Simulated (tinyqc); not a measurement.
Worked calculation: RHF in the sto-3g basis, for BH3, spin multiplicity 1. One step of it, computed by the program tinyqc.

Task: Iteration 1: diagonalisation and new density. Diagonalise F' = X^T F X, C = X C', fill 4 alpha and 4 beta electrons from the bottom; D = 2 C_occ C_occ^T. Each column has its largest component positive (the first on a tie).

Fock matrix F (hartree):
```
,1B 1s,1B 2s,1B 2px,1B 2py,1B 2pz,2H 1s,3H 1s,4H 1s
1B 1s,-7.298061,-2.165819,0.000002,0.000000,0.000733,-0.500176,-0.500461,-0.500461
1B 2s,-2.165819,-1.231907,-0.000002,0.000000,0.006367,-0.595354,-0.595542,-0.595542
1B 2px,0.000002,-0.000002,0.012944,0.000000,0.000000,-0.272350,0.136105,0.136105
1B 2py,0.000000,0.000000,0.000000,0.012738,0.000000,0.000000,-0.235959,0.235959
1B 2pz,0.000733,0.006367,0.000000,0.000000,0.191470,0.006745,0.006747,0.006747
2H 1s,-0.500176,-0.595354,-0.272350,0.000000,0.006745,-0.345404,-0.196454,-0.196454
3H 1s,-0.500461,-0.595542,0.136105,-0.235959,0.006747,-0.196454,-0.345571,-0.196409
4H 1s,-0.500461,-0.595542,0.136105,0.235959,0.006747,-0.196454,-0.196409,-0.345571
```

X:
```
,1B 1s,1B 2s,1B 2px,1B 2py,1B 2pz,2H 1s,3H 1s,4H 1s
1B 1s,1.033388,-0.178280,-0.000004,0.000000,0.000789,0.027446,0.027446,0.027446
1B 2s,-0.178280,1.382136,-0.000001,0.000000,-0.007544,-0.318400,-0.318530,-0.318530
1B 2px,-0.000004,-0.000001,1.187535,0.000000,0.000000,-0.336091,0.167999,0.167999
1B 2py,0.000000,0.000000,0.000000,1.187792,0.000000,0.000000,-0.291268,0.291268
1B 2pz,0.000789,-0.007544,0.000000,0.000000,1.000161,0.006825,0.006828,0.006828
2H 1s,0.027446,-0.318400,-0.336091,0.000000,0.006825,1.239577,-0.014616,-0.014616
3H 1s,0.027446,-0.318530,0.167999,-0.291268,0.006828,-0.014616,1.239748,-0.014687
4H 1s,0.027446,-0.318530,0.167999,0.291268,0.006828,-0.014616,-0.014687,1.239748
```

Give: F' = X^T F X; orbital energies; coefficients C; D after iteration 1.

Result:

F' = X^T F X (hartree):
```
,1,2,3,4,5,6,7,8
1,-7.1040,-1.1626,0.0000,0.0000,0.0014,-0.0609,-0.0610,-0.0610
2,-1.1626,-0.3404,0.0000,0.0000,-0.0048,-0.3988,-0.3989,-0.3989
3,0.0000,0.0000,0.3190,0.0000,0.0000,-0.3941,0.1970,0.1970
4,0.0000,0.0000,0.0000,0.3192,0.0000,0.0000,-0.3415,0.3415
5,0.0014,-0.0048,0.0000,0.0000,0.1917,0.0078,0.0078,0.0078
6,-0.0609,-0.3988,-0.3941,0.0000,0.0078,0.0475,-0.0646,-0.0646
7,-0.0610,-0.3989,0.1970,-0.3415,0.0078,-0.0646,0.0476,-0.0647
8,-0.0610,-0.3989,0.1970,0.3415,0.0078,-0.0646,-0.0647,0.0476
```

orbital energies (hartree): MO1 -7.3049, MO2 -0.7753, MO3 -0.2782, MO4 -0.2780, MO5 0.1913, MO6 0.5545, MO7 0.7092, MO8 0.7097

coefficients C:
```
,MO1,MO2,MO3,MO4,MO5,MO6,MO7,MO8
1B 1s,0.9899,-0.2412,0.0000,0.0000,-0.0097,-0.2525,0.0000,0.0000
1B 2s,0.0391,0.6301,0.0000,0.0000,0.0455,1.3586,0.0000,0.0000
1B 2px,0.0000,0.0000,0.0000,0.4265,0.0000,0.0000,1.1823,0.0000
1B 2py,0.0000,0.0000,0.4265,0.0000,0.0000,0.0000,0.0000,1.1826
1B 2pz,-0.0003,-0.0033,0.0000,0.0000,0.9990,-0.0501,0.0000,0.0000
2H 1s,-0.0050,0.2498,0.0000,0.5852,-0.0181,-0.7263,-0.9052,0.0000
3H 1s,-0.0050,0.2499,0.5067,-0.2925,-0.0181,-0.7266,0.4525,-0.7842
4H 1s,-0.0050,0.2499,-0.5067,-0.2925,-0.0181,-0.7266,0.4525,0.7842
```

D after iteration 1:
```
,1B 1s,1B 2s,1B 2px,1B 2py,1B 2pz,2H 1s,3H 1s,4H 1s
1B 1s,2.0761,-0.2267,0.0000,0.0000,0.0011,-0.1305,-0.1306,-0.1306
1B 2s,-0.2267,0.7971,0.0000,0.0000,-0.0041,0.3144,0.3145,0.3145
1B 2px,0.0000,0.0000,0.3638,0.0000,0.0000,0.4991,-0.2495,-0.2495
1B 2py,0.0000,0.0000,0.0000,0.3637,0.0000,0.0000,0.4321,-0.4321
1B 2pz,0.0011,-0.0041,0.0000,0.0000,0.0000,-0.0016,-0.0016,-0.0016
2H 1s,-0.1305,0.3144,0.4991,0.0000,-0.0016,0.8097,-0.2175,-0.2175
3H 1s,-0.1306,0.3145,-0.2495,0.4321,-0.0016,-0.2175,0.8094,-0.2173
4H 1s,-0.1306,0.3145,-0.2495,-0.4321,-0.0016,-0.2175,-0.2173,0.8094
```
